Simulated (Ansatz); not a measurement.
A run of Ansatz (development build ahead of 0.2.0) on triplet Si2 at this shape:

```xyz
2

Si    0.0000    0.0000    0.0000
Si    0.0000    0.0000    2.7000
```

Its results:

```json
{"Converged": "yes", "Total energy": "-577.53595 hartree", "Spin squared of the determinant": "2.343", "Stability test": "minimum"}
```

Forces (eV/Å):
| atom | Fx | Fy | Fz |
| --- | --- | --- | --- |
| Si1 | 0.000 | 0.000 | 2.156 |
| Si2 | 0.000 | 0.000 | -2.156 |

(1) Which input gives this output? Name the method, the orbitals and the basis set, and write the input.

Results:

(1) UHF in def2-SVP.

```yaml
crystal:
  periodic: [false, false, false]
  atoms:
    - { symbol: Si, position_ang: [0.0, 0.0, 0.0] }
    - { symbol: Si, position_ang: [0.0, 0.0, 2.7] }
basis:
  gaussian: { orbitals: def2-SVP }
magnetization:
  spin_polarized: true
  initial_magnetization: 2
hamiltonian:
  xc: hf
output:
  forces: true
```

Caution: the unrestricted determinant is spin contaminated.
